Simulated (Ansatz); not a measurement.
# Structure relaxation of Na

The calculation used DFT PBEsol, scalar-relativistic, plane waves, PAW (Ansatz 0.2.0). Cutoff 420 eV, Γ-centred k mesh, Gaussian smearing, no spin polarisation in the final step.

This is the end of a relaxation of cell and atoms.

```
CELL_PARAMETERS angstrom
3.38181 0.00000 0.00000
0.00000 3.38181 0.00000
0.00000 0.00000 3.38181
ATOMIC_POSITIONS crystal
Na 0.00000 0.00000 0.00000
```

Energies count from the standard state of Na at the same level.

(1) What space group does it have?

(2) How far above the standard state of Na does it lie?

(3) Is it a metal?

## Answers

(1) Pm-3m (No. 221). Conventional cell: a = 3.382 Å. Na has 6 Na at 3.38 Å.

(2) 0.12 eV/atom.

(3) Yes, bands cross the Fermi level on the 12×12×12 mesh.

The final run used a 12×12×12 mesh on its 1-atom cell and 0.10 eV smearing. For metals, differences of a few meV/atom aren't resolved. The cell came from a trial start, so Na may not exist in this structure.